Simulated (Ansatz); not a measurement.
# MgCl+ (triplet): from Hartree-Fock to the top rungs, cc-pVDZ

An exercise on one series of results from a longer session: the logs are not shown, and one member is left open.

Computed with Ansatz 0.2.0, Gaussian basis. Level: cc-pVDZ, core rule «outside noble gas», up to 10 orbitals frozen.

Plan: UHF; CCSD(T) on ROHF; CCSD(T) on UHF; BCCD(T) on ROHF; CISD; CCSDT(Q) on ROHF; CCSDT(Q) on UHF.

16 further runs of the same task are left out: 5 for a known fault of the program, 5 that didn't finish, 6 set aside as unsound or not needed.

## The system

The geometry is a PBE0/def2-TZVP stationary point (not a proven minimum) of the parent state, kept for this charge and spin.

2 atoms, charge 1, spin multiplicity 3.

Atoms are counted from 1 here; the program's logs count them from 0.

Bond lengths: Cl1–Mg2 2.108 Å.

Set-up of the first run:

File in.yaml:

```yaml
crystal:
  periodic: [false, false, false]
  atoms:
    - {symbol: Cl, position_ang: [0.000000, 0.000000, 0.000000]}
    - {symbol: Mg, position_ang: [0.000000, 0.000000, 2.108500]}
basis:
  gaussian: {orbitals: cc-pVDZ}
total_charge: 1
magnetization: {spin_polarized: true, initial_magnetization: 2}
hamiltonian: {xc: hf}
output: {orbitals: {seedname: orbitals}}
```

Run with:

```console
$ ansatz run in.yaml --threads 1 --pin off --events-out ev --progress --plain --max-ram 2393MiB
```

Steps of the session up to this table: UHF; CCSD(T) on ROHF; CCSD(T) on UHF; BCCD(T) on ROHF; CISD; CCSDT(Q) on ROHF; CCSDT(Q) on UHF.

One of the session's tables, all rows but one given; the rest of the session is left out.

| method | from UCCSDT(Q) (kcal/mol) |
| --- | --- |
| ROHF | +88.36 |
| UHF | +85.73 |
| RMP2 | +12.38 |
| UMP2 | +12.76 |
| CISD | +4.44 |
| RCCSD | ? |
| UCCSD | +1.50 |
| RCCSD(T) | +0.36 |
| UCCSD(T) | +0.32 |
| BCCD(T) | +0.35 |
| RCCSDT | +0.14 |
| UCCSDT | +0.11 |
| RCCSDT(Q) | +0.03 |
| UCCSDT(Q) | 0 |

Estimate the missing values for RCCSD.

As computed: from UCCSDT(Q) (kcal/mol): +1.59. In the column «from UCCSDT(Q) (kcal/mol)» it lies between UCCSD (+1.50) and CISD (+4.44).

To keep in mind: Restricted and unrestricted rows rest on different reference determinants; where their highest levels disagree by more than a few hundredths of an eV, they describe different states and don't form one ladder.
